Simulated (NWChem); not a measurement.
System: CH$_{6}$Si; SMILES C[SiH3]

The following NWChem deck was run.

```
start job
memory heap 200 mb stack 900 mb global 1100 mb
geometry units angstroms
  Si     0.000000     0.000000     0.621832
  C      0.000000     0.000000    -1.259299
  H     -1.056900    -0.917476     1.150952
  H     -0.266108     1.374040     1.150952
  H      1.323008    -0.456564     1.150952
  H      0.195647    -1.010095    -1.650223
  H      0.776944     0.674483    -1.650223
  H     -0.972591     0.335612    -1.650223
end
basis spherical
  * library 6-31g*
end
dft
  xc pbe0
  iterations 150
end
driver
  maxiter 120
end
task dft optimize
task dft freq
```

The level has its own optimisation; frequencies are unscaled.

Problem. Give the results of this calculation. (PBE0/6-31G* (spherical d).) Quantities: basis functions; r C–Si (Å); r H–Si (Å); r C–H (Å); highest harmonic frequency (cm⁻¹); lowest (cm⁻¹); zero-point energy (kcal/mol); dipole (D).

Solution. 
* **number of basis functions**: 44
* **r C–Si (Å)**: 1.882
* **r H–Si (Å)**: 1.492
* **r C–H (Å)**: 1.095
* **highest harmonic frequency (cm⁻¹)**: 3167
* **lowest (cm⁻¹)**: 193
* **zero-point energy (kcal/mol)**: 38.6
* **dipole (D)**: 0.85
